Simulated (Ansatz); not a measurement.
C2H5N, SMILES C=NC, a composite energy at a relaxed geometry

Program: Ansatz's Python interface.

Run as a notebook:

```python
import itertools

import ansatz as az
from ase.data import atomic_numbers, covalent_radii
import numpy as np
```

```python
config = {
    "basis": "def2-SVP",
    "functional": "b3lyp",
    "dispersion": "d4",
}
```

```python
geometry_ang = [
    ("C", [-0.71505, 0.69282, -0.84004]),
    ("N", [0.39126, 0.58853, -0.26661]),
    ("C", [0.63312, -0.49115, 0.65298]),
    ("H", [-1.56403, 0.01197, -0.70283]),
    ("H", [-0.85854, 1.51411, -1.52685]),
    ("H", [-0.08237, -0.4808, 1.47911]),
    ("H", [0.55539, -1.45991, 0.15374]),
    ("H", [1.64023, -0.37558, 1.0505]),
]
geometry = az.Crystal.molecule()
for symbol, xyz in geometry_ang:
    geometry = geometry.atom(symbol, xyz)
```

```python
calc = (
    geometry.calculation()
    .basis(gaussian=config["basis"])
    .functional(config["functional"], dispersion=config["dispersion"])
)
symbols = [site.symbol for site in geometry.cartesian_sites]
start = np.array([site.position_ang for site in geometry.cartesian_sites], dtype=float)
rep = calc.relax(force_tolerance=0.01, max_steps=100).run().report
end = np.array(rep["positions_ang"])
# pairs closer than 1.2 times the sum of covalent radii, before or after
radius = [covalent_radii[atomic_numbers[s]] for s in symbols]
span = lambda where, i, j: np.linalg.norm(where[i] - where[j])
bonded = [(i, j) for i, j in itertools.combinations(range(len(symbols)), 2) if min(span(start, i, j), span(end, i, j)) < 1.2 * (radius[i] + radius[j])]
print("pair        before    after (A)")
for i, j in bonded:
    print(f"{symbols[i]}{i}-{symbols[j]}{j}".ljust(10), f"{span(start, i, j):8.4f} {span(end, i, j):8.4f}")
```

    pair        before    after (A)
    C0-N1        1.2504   1.2640
    C0-H3        1.0969   1.1111
    C0-H4        1.0802   1.1004
    N1-C2        1.4387   1.4436
    C2-H5        1.0929   1.1102
    C2-H6        1.0926   1.1032
    C2-H7        1.0889   1.1031

```python
minimum = az.Crystal.molecule()
for symbol, place in zip(symbols, end):
    minimum = minimum.atom(symbol, place.tolist())
at_minimum = minimum.calculation()
# MP2 extrapolated to the basis limit, plus the small-basis difference CCSD(T) - MP2
level = lambda method, basis: at_minimum.basis(gaussian=basis).correlation(method).run().report
small, large, cluster = level("mp2", "cc-pVDZ"), level("mp2", "cc-pVTZ"), level("ccsd_t", "cc-pVDZ")
corr = lambda each: (each["free_energy_ev"] - each["reference_energy_ev"]) / 27.211386246
mp2_limit = (27 * corr(large) - 8 * corr(small)) / 19
pieces = {"HF / cc-pVTZ": large["reference_energy_ev"] / 27.211386246, "MP2 correlation, DZ-TZ limit": mp2_limit, "CCSD(T) - MP2 / cc-pVDZ": corr(cluster) - corr(small)}
for name, value in pieces.items():
    print(f"{name:32s} {value:14.6f} Ha")
print(f"{'sum':32s} {sum(pieces.values()):14.6f} Ha")
print("T1 diagnostic", round(cluster["correlation"]["coupled_cluster"]["t1_diagnostic"], 4))
```

    HF / cc-pVTZ                        -133.109675 Ha
    MP2 correlation, DZ-TZ limit          -0.587113 Ha
    CCSD(T) - MP2 / cc-pVDZ               -0.051772 Ha
    sum                                 -133.748560 Ha
    T1 diagnostic 0.0108

Caveats:
- Total energies depend on the basis set; only differences at equal settings carry meaning.
- The sum leaves out core correlation, relativity, the Hartree-Fock basis error and zero-point energy; a DZ-TZ extrapolation is rough.
- b3lyp holds the VWN-RPA fit, as in Gaussian; the form of ORCA and Turbomole is b3lyp5.
- Inner cores stay frozen, so this is valence correlation.
- An extrapolation from small basis sets is rough.
- Hardware and time: 23 s on 1 thread of Arm Neoverse V2 (shared host), peak memory 0.31 GiB.

(A comment or docstring line of the script was reworded after the run, the code is as it ran.)
